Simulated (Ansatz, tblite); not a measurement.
# The cluster B₃+: rung by rung

How do method and basis change the picture of the cluster B₃+ (singlet)?

Computed with Ansatz 0.2.0, Gaussian basis. Level: as each input shows.

Plan: GFN1-xTB, GFN2-xTB, PBE-D4/def2-TZVP, r2SCAN-D4/def2-TZVP, BLYP-D4/def2-TZVP, HF/def2-TZVP, r2SCANh-D4/def2-TZVP, LC-ωPBE/def2-TZVP, ωB97X-V/def2-TZVP, LC-ωPBE(0.10)/def2-TZVP, LC-ωPBE(0.15)/def2-TZVP, LC-ωPBE(0.20)/def2-TZVP, LC-ωPBE(0.30)/def2-TZVP, PBE-D4/def2-SVP, PBE0-D4/def2-SVP, CCSD(T)/def2-TZVPP, MP2/def2-TZVP, RPA/def2-TZVP.

## Step 1: The structure

The geometry is that of the singlet, from an earlier relaxation (PBE-D4/def2-TZVP). At that level it is the lowest of the isomers that a small search found.

3 atoms, charge 1, spin multiplicity 1.

Bond lengths: B1–B2 1.574 Å, B1–B3 1.574 Å, B2–B3 1.574 Å. Angles: B2–B1–B3 60.0°, B1–B2–B3 60.0°, B1–B3–B2 60.0°.

The ion is computed in the gas phase, without counter-ions or solvent.

PBE0-D4/def2-TZVP was run before; its log isn't repeated, and its numbers join the tables.

## Step 2: GFN1-xTB

Tight binding, by tblite at 300 K electronic temperature and without a spin-polarisation term:

```python
tblite.interface.Calculator('GFN1-xTB', numbers, positions, charge=1, uhf=0).singlepoint()
```

Energy -97.1942 eV, HOMO -18.44 eV, LUMO -16.04 eV; 0.003 s.

## Step 3: GFN2-xTB

Tight binding, by tblite at 300 K electronic temperature and without a spin-polarisation term:

```python
tblite.interface.Calculator('GFN2-xTB', numbers, positions, charge=1, uhf=0).singlepoint()
```

Energy -80.8896 eV, HOMO -19.13 eV, LUMO -17.08 eV; 0.001 s.

## Step 4: PBE-D4/def2-TZVP

start.molden holds the orbitals of an earlier run on this state, given as this run's starting guess.

in.yaml

```yaml
crystal:
  periodic: [false, false, false]
  atoms:
    - {symbol: B, position_ang: [0.786756, 0.454937, -0.014501]}
    - {symbol: B, position_ang: [-0.786643, 0.450212, -0.068311]}
    - {symbol: B, position_ang: [-0.000113, -0.905159, 0.082812]}
basis:
  gaussian: {orbitals: def2-TZVP, initial_orbitals: start.molden}
total_charge: 1
hamiltonian: {xc: pbe, dispersion: d4}
scf: {omitted_lower_state_checks: [starts]}
output: {orbitals: {seedname: orbitals}}
```

On the command line:

```bash
> ansatz run in.yaml --threads 4 --pin off --events-out ev --progress --plain --max-ram 3916MiB
```

The runs that follow: r2SCAN-D4/def2-TZVP; BLYP-D4/def2-TZVP; HF/def2-TZVP; r2SCANh-D4/def2-TZVP; LC-ωPBE/def2-TZVP; ωB97X-V/def2-TZVP; LC-ωPBE(0.10)/def2-TZVP; LC-ωPBE(0.15)/def2-TZVP; LC-ωPBE(0.20)/def2-TZVP; LC-ωPBE(0.30)/def2-TZVP; PBE-D4/def2-SVP; PBE0-D4/def2-SVP; CCSD(T)/def2-TZVPP; MP2/def2-TZVP; RPA/def2-TZVP.

Before running them: what should the planned runs give, taken together? Wanted: gap in def2-TZVP, named functionals and Hartree-Fock, smallest and largest; gap over the ω; correlation energy, CCSD(T)/def2-TZVPP; correlation energy, MP2/def2-TZVP; PBE0 total energy, smallest basis above largest.

The runs gave:

| quantity | value |
| --- | --- |
| gap in def2-TZVP, named functionals and Hartree-Fock, smallest and largest | 0.68 eV (BLYP-D4), 8.76 eV (HF) |
| gap over the ω (1/bohr) | 3.65 eV at 0.1, 7.79 eV at 0.4 |
| correlation energy, CCSD(T)/def2-TZVPP | -8.00 eV |
| correlation energy, MP2/def2-TZVP | -6.87 eV |
| PBE0 total energy, smallest basis above largest | 2.21 eV (def2-SVP, def2-TZVP) |

In words: Over the named functionals and Hartree-Fock in def2-TZVP the gap runs from 0.68 eV (BLYP-D4) to 8.76 eV (HF); exact exchange widens it. Raising the ω (1/bohr) from 0.1 to 0.4 moves the HOMO by -2.10 eV and the LUMO by +2.05 eV. Notes on CCSD(T)/def2-TZVPP: large T1 diagnostic.
